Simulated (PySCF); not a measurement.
# Basis-set dependence of excited states

CHCl2F.
Geometry (PBE0-D3(BJ)/def2-SVP, Å), atoms numbered from 1 in this order:
```
atom  x, y, z in Å
F1    -0.005    1.130   -0.778
C2     0.008    0.084    0.047
Cl3    1.518   -0.811   -0.151
Cl4   -1.396   -0.940   -0.270
H5    -0.051    0.426    1.089
```

TDDFT with PBE0 (PySCF), vertical singlets, core orbitals frozen in the response, spherical d and f functions. Geometry: PBE0-D3(BJ)/def2-SVP; no solvent, vibrations or thermal averaging.

```tsv
basis	functions	diffuse	S1 (eV)	S2 (eV)	S3 (eV)	S4 (eV)	S5 (eV)	LUMO (eV)	α (au)
6-31G*	66	no	7.19	7.44	7.52	8.11	8.54	-0.26	30.0
def2-SVP	69	no	7.66	7.84	7.96	8.50	8.82	0.32	28.4
6-31+G*	82	yes	7.05	7.31	7.39	7.97	8.29	-0.62	36.0
def2-SVPD	105	yes	7.12	7.35	7.46	7.98	8.29	-0.58	43.3
aug-cc-pVDZ	109	yes	7.06	7.30	7.41	7.95	8.13	-0.58	42.7
def2-TZVP	142	no	7.15	7.38	7.49	8.03	8.43	-0.33	36.9
def2-TZVPD	178	yes	6.94	7.17	7.28	7.81	8.15	-0.65	44.1
aug-cc-pVTZ	215	yes	7.01	7.25	7.36	7.89	8.09	-0.61	43.9
```

Problem. How much do these states and the polarisability depend on the basis?

Solution. States are compared by their number. Against the largest diffuse basis here (aug-cc-pVTZ, itself not a converged limit), sets without diffuse functions differ by up to 0.65 eV in S1 and 0.73 eV in S5; the smaller diffuse sets differ by up to 0.11 and 0.20 eV. State by state, the largest deviation of a set without diffuse functions is S1 0.65, S2 0.59, S3 0.59, S4 0.61, S5 0.73 eV. The same number needn't mean the same state in each row. Against aug-cc-pVTZ the polarisability deviates by -32% in 6-31G*, -35% in def2-SVP, -18% in 6-31+G*, -1% in def2-SVPD, -3% in aug-cc-pVDZ, -16% in def2-TZVP, +1% in def2-TZVPD. A single + in a Pople set puts diffuse functions on heavy atoms only.
